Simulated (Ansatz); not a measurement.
# ClH4Si: the cost of one run

Program: Ansatz 0.2.0. Level of theory: UKS B3LYP/cc-pVDZ. These are calculated values, not measurements.

### 1 The starting structure

Bond lengths: Si3–H4 1.456 Å, Si3–H5 1.455 Å, Si3–H6 1.456 Å. Angles: H4–Si3–H5 113.5°, H4–Si3–H6 113.4°, H5–Si3–H6 113.5°.

Coordinates:

```xyz
6

H     0.7202   -0.6254   -0.6292
Cl    1.7813   -1.6358   -1.5928
Si   -0.4482    0.4077    0.3994
H     0.3124    1.5979    0.7542
H    -0.7852   -0.4277    1.5420
H    -1.5804    0.6833   -0.4736
```

### 2 Pulling towards end A

Springs on the bonds that form and break draw the guess towards this end; the thresholds are loose.

Contents of input.yaml:

```yaml
crystal:
  periodic: [false, false, false]
  atoms:
    - { symbol: H, position_ang: [0.7202, -0.6254, -0.6292] }
    - { symbol: Cl, position_ang: [1.7813, -1.6358, -1.5928] }
    - { symbol: Si, position_ang: [-0.4482, 0.4077, 0.3994] }
    - { symbol: H, position_ang: [0.3124, 1.5979, 0.7542] }
    - { symbol: H, position_ang: [-0.7852, -0.4277, 1.542] }
    - { symbol: H, position_ang: [-1.5804, 0.6833, -0.4736] }
magnetization:
  spin_polarized: true
  initial_magnetization: 1
basis:
  gaussian: { orbitals: cc-pVDZ }
hamiltonian:
  xc: b3lyp
relax:
  f_tol: 0.15
  max_steps: 25
  restrain:
    - { distance: [0, 2], at: 2.72, k: 30.0 }
    - { distance: [1, 0], at: 1.33, k: 30.0 }
output:
  orbitals: {}
```

Run with:

```sh
ansatz run input.yaml --threads 1 --pin off --max-ram 2048MiB --backend cpu --events-out ev --progress --plain --runs-dir out
```

What time and memory should one allow on 1 thread of Arm Neoverse V2, shared host?

About 14 s, with a peak of 0.13 GiB.
